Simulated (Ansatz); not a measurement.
CH5AlSi (SMILES [AlH2][CH]=[SiH2]), closed shell: a single point displaced at random from a GFN2-xTB minimum.

The input file, in.yaml:

```yaml
crystal:
  periodic: [false, false, false]
  atoms:
    - {symbol: Al, position_ang: [-1.510400, 0.559200, -0.402100]}
    - {symbol: C, position_ang: [0.314700, 0.638400, 0.150600]}
    - {symbol: Si, position_ang: [1.419100, -0.960000, 0.538700]}
    - {symbol: H, position_ang: [-2.622600, -0.733000, -0.647500]}
    - {symbol: H, position_ang: [-2.011500, 1.851700, -0.838300]}
    - {symbol: H, position_ang: [0.579000, 1.375300, 0.038100]}
    - {symbol: H, position_ang: [2.562200, -1.077400, 0.862600]}
    - {symbol: H, position_ang: [0.754600, -2.383700, 0.394700]}
basis:
  gaussian: {orbitals: def2-TZVPP}
hamiltonian: {xc: {name: BHLYP}, dispersion: d4}
output: {forces: true}
```

An equivalent command:

```bash
ansatz run in.yaml --threads 4 --pin off --events-out ev --progress --plain
```

Output of Ansatz 0.2.0:

```
Functional definition: BHLYP
  name "BHLYP"
  cite "Becke, J. Chem. Phys. 98, 1372 (1993) doi:10.1063/1.464304"
  cite "Becke, Phys. Rev. A 38, 3098 (1988) doi:10.1103/PhysRevA.38.3098"
  cite "Lee, Yang & Parr, Phys. Rev. B 37, 785 (1988) doi:10.1103/PhysRevB.37.785"
  parameter a = 0.5
  exchange = (1 - a)*b88_x + a*exact_x
  correlation = lyp_c
1131 factors; their error is unknown
mean field evaluation 1: about -15574.6498 eV, gradient 6.6e1 eV
mean field evaluation 2: about -15552.0138 eV, gradient 9.3e1 eV
mean field evaluation 4: about -15585.9541 eV, gradient 3.9e0 eV
mean field evaluation 8: about -15586.0026 eV, gradient 2.7e-1 eV
mean field evaluation 16: about -15586.0766 eV, gradient 9.4e-5 eV
mean field -15586.07658671 eV, -572.7777499396 hartree, gradient 1.6e-5 eV, S^2 0.000000; 0 other end points of the search recorded, 0 dependent functions left out
the calculation of the forces begins
reference -15586.07678300 eV, -572.7777571529 hartree; 19, 19 occupied and 166, 166 virtual orbitals, 1131 factors
Total energy: -15586.28988061 eV, -572.7855883456 hartree
Atom 0 at    -1.510400     0.559200    -0.402100 Å, force    -0.292006    -2.901751     0.096184 eV/Å
Atom 1 at     0.314700     0.638400     0.150600 Å, force    -6.543215   -28.281553     4.080808 eV/Å
Atom 2 at     1.419100    -0.960000     0.538700 Å, force   -13.256917     3.598287    -4.008587 eV/Å
Atom 3 at    -2.622600    -0.733000    -0.647500 Å, force     1.181852     0.921397     0.425727 eV/Å
Atom 4 at    -2.011500     1.851700    -0.838300 Å, force    -0.793979     1.951213    -0.551656 eV/Å
Atom 5 at     0.579000     1.375300     0.038100 Å, force     9.599834    23.644258    -2.947972 eV/Å
Atom 6 at     2.562200    -1.077400     0.862600 Å, force     9.549984    -0.609726     2.646677 eV/Å
Atom 7 at     0.754600    -2.383700     0.394700 Å, force     0.554447     1.677875     0.258819 eV/Å
Dipole moment:     0.595173    -0.248491     0.221415 e Å
```

Hardware: 4 CPU threads, shared host. Wall time about 1.7 s.
